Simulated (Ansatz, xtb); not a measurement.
## C5H9+: which of two isomers lies lower

Structure a is `C/C=C/[CH+]C`, a singlet and structure b is `[CH2+]C=C(C)C`, a singlet. Both are isolated ions in the gas phase, relaxed with B3LYP/6-31G*, each in the lowest conformer that the search found.

Energies in hartree; the thermal terms are from B3LYP/6-31G* harmonic frequencies (ideal gas, rigid rotor, one conformer each, 298.15 K, 1 atm) and include the zero-point energy:

```
                              a           b
E, CCSD(T)/def2-SVP  −194.913705  −194.909027
    E, MP2/def2-SVP  −194.826768  −194.821252
  E, MP2/def2-TZVPP  −195.181956  −195.176732
  zero-point energy     0.124668     0.124607
       H(298 K) − E     0.132318     0.132227
       G(298 K) − E     0.095643     0.094752
```

Q: Correct the CCSD(T) difference for the basis set by the MP2 change, then work out ΔE, ΔE₀, ΔH and ΔG for a → b in kJ/mol (1 Eh = 2625.50 kJ/mol) and the equilibrium ratio [b]/[a].

A: 1. Differences b − a: CCSD(T) +0.004678, MP2 in the small set +0.005516, MP2 in the large set +0.005224 Eh.
2. ΔE = +0.004678 + (+0.005224 − (+0.005516)) = +0.004386 Eh = +11.52 kJ/mol.
3. ΔE₀ = ΔE + ΔZPE = +0.004386 + (−0.000061) Eh = +11.36 kJ/mol.
4. ΔH = ΔE + (−0.000091) Eh = +11.28 kJ/mol.
5. ΔG = ΔE + (−0.000891) Eh = +9.18 kJ/mol, so ΔS = (ΔH − ΔG)/T = +7.0 J/(mol K).
6. kT = 0.9442 mEh, so K = [b]/[a] = exp(−ΔG/kT) = exp(−3.70) ≈ 0.025.

Structure a is favoured at this temperature. An error of 4 kJ/mol in ΔG would change K by a factor of 5. Mirror images and further conformers aren't counted.

As drawn, both hold the same kinds of bond in the same numbers.

Other levels gave ΔE = +13.3 (GFN2-xTB); +13.5 (HF/STO-3G, GFN2-xTB geometries); +21.0 (r2SCAN-D4/def2-SVP, GFN2-xTB geometries); +21.1 (B3LYP/6-31G*); +18.1 (HF/def2-SVP); +14.5 (MP2/def2-SVP); +12.3 (CCSD(T)/def2-SVP) kJ/mol. The correlated steps freeze 5 core orbitals. Programs: Ansatz 0.2.0, xtb 6.7.1.
